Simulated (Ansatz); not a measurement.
Relaxation of BFH4S (7 atoms, charge 0, multiplicity 1), to a largest force component of 0.03 eV/Å in at most 50 steps.

The calculation used Ansatz, RKS PBE0/def2-SVP.

```xyz
7
Properties=species:S:1:pos:R:3
B 0.066 -0.490 -0.372
F -0.149 0.131 2.061
H 1.063 0.173 -0.468
H -1.041 -0.108 -0.638
S 0.357 -2.280 0.013
H -0.928 -2.696 -0.030
H 0.104 -0.758 2.101
```

Question: Where does it end, and by what steps?

Answer: It converged. After 8 steps the energy has fallen by 0.048 eV; F2 moved furthest, 0.13 Å.

```csv
step,energy less start (eV),largest force component (eV/Å),accepted
0,0.0000,1.119,yes
1,-0.0319,0.567,yes
2,-0.0406,0.227,yes
3,-0.0424,0.342,yes
4,-0.0454,0.119,yes
5,-0.0468,0.279,yes
6,-0.0481,0.054,yes
7,-0.0482,0.031,yes
8,-0.0483,0.021,yes
```

```xyz
7
Properties=species:S:1:pos:R:3
B 0.073 -0.500 -0.408
F -0.168 0.069 2.174
H 1.066 0.170 -0.506
H -1.027 -0.112 -0.690
S 0.356 -2.204 0.067
H -0.922 -2.649 0.045
H 0.093 -0.804 1.986
```

Whether the end is a true minimum wasn't checked by a vibrational analysis.

The run took 12 s on 1 thread of Intel(R) Xeon(R) 6975P-C (Granite Rapids), on a shared host, peak memory 0.15 GiB.
